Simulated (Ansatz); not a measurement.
Seven cases of proton affinity with Al to Br (electronic energies, kcal/mol); geometries: B3LYP-D3(BJ)/def2-TZVP. The cases were drawn at random from those of this class that have a high level and all functionals, leaving out states under which another spin lies or may lie, and taking only the site that wB97M-V puts lowest (within 1 kcal/mol, all sites compared). Left out are anions, K, Ca, elements past Kr, ionisation of Li, Na and Mg, pi-pi* triplets of linear molecules and other triplets made from a closed-shell parent. Runs that doubt their state, and full CI more than 15 mEh from coupled cluster, are set aside; a case stays where another high level and all functionals remain. AFQMC serves as high level only in triple zeta or larger, with a steady walk, a bar under 0.8 kcal/mol and agreement with other high levels or trials where they ran; where none ran, an unstable determinant or (outside 3d species) a high T1 diagnostic also bars it, so strongly correlated cases are thinned. No case was kept or dropped by the size of a functional's miss. High levels with a bar over 0.5 kcal/mol are left out too, and the seventh case lies inside the range of the six. Affinities count positive where energy is released, gaps as the second state minus the first. B3LYP is by Ansatz (a program for electronic structure) in def2-TZVPD. High levels (Ansatz): P = CCSD(T)/CBS(cc-pV(Q+d)Z,cc-pV(5+d)Z) + [CCSDT(Q) - CCSD(T)]/cc-pV(Q+d)Z + [CCSDTQ - CCSDT(Q)]/cc-pV(D+d)Z + core + X2C; Q = CCSD(T)/CBS(cc-pV(Q+d)Z,cc-pV(5+d)Z) + [CCSDT(Q) - CCSD(T)]/cc-pV(T+d)Z + [CCSDTQ - CCSDT(Q)]/cc-pV(D+d)Z + core + X2C; R = CCSD(T)/CBS(cc-pV(Q+d)Z,cc-pV(5+d)Z) + [CCSDT(Q) - CCSD(T)]/cc-pV(T+d)Z + core + X2C; S = CCSD(T)/CBS(cc-pV(T+d)Z,cc-pV(Q+d)Z) + [CCSDT(Q) - CCSD(T)]/cc-pV(D+d)Z + core + X2C; T = CCSD(T)/CBS(cc-pVQZ,cc-pV5Z) + [CCSDT(Q) - CCSD(T)]/cc-pVQZ + [CCSDTQ - CCSDT(Q)]/cc-pVDZ. Open shells are spin-unrestricted; no spin-orbit coupling. Cores are frozen in correlated methods (noble-gas shells, and filled d and f shells in the p block). Rows without X2C or -DK are non-relativistic. CBS(X,Y): correlation extrapolated as X^-3, Hartree-Fock from the larger set (Q,5: extrapolated as (X+1)exp(-9√X)). A bracket is a step between two methods taken in the basis named. The functionals are non-relativistic, so their misses hold any scalar relativity. '+ core + X2C': CCSD(T) terms for core correlation (cc-pwCVTZ, 1s frozen past Ne) and scalar relativity (cc-pVTZ-DK). The T1 diagnostic of H2OSi (O=[SiH2], singlet) reaches 0.025 in the sets run. The restricted determinant of CH2S (C=S, singlet) is unstable towards broken spin symmetry in at least one set run.

```
case                                                                        B3LYP  level  high level
--------------------------------------------------------------------------  -----  -----  ----------
CH2S (SMILES S=C) + H+ → CH3S+ (SMILES C=[SH+])                             189.6      Q       188.4
PH3 (phosphane, SMILES P) + H+ → PH4+ (SMILES [PH4+])                       193.1      P       192.5
COS (SMILES O=C=S) + H+ → CHOS+ (SMILES O=C=[SH+])                          152.1      R       153.2
H2SiO (oxosilane, SMILES O=[SiH2]) + H+ → H3SiO+ (SMILES [OH+]=[SiH2])      206.7      Q       206.1
AsH3 (SMILES [AsH3]) + H+ → AsH4+ (SMILES [AsH4+])                          184.8      T       186.7
C2H6S (methylsulfanylmethane, SMILES S(C)C) + H+ → C2H7S+ (SMILES C[SH+]C)  205.0      S       203.8
HOCl (SMILES OCl) + H+ → H2OCl+ (SMILES Cl[OH2+])                           158.2      R    withheld
```

**Question.** Fit a straight line from B3LYP to the high level over the first six rows by least squares, predict the seventh, and compare with the calculation.

**Answer.** Means: B3LYP 188.55, high level 188.45. Sxx = 1964.49, Sxy = 1882.66, slope 0.9583, intercept +7.76 kcal/mol; residual standard deviation 1.1 kcal/mol. Seventh row: 0.9583·(158.2) +7.76 = 159.4 kcal/mol. The calculation gave 158.7 kcal/mol: the line differs from it by +0.7, B3LYP itself by -0.5.
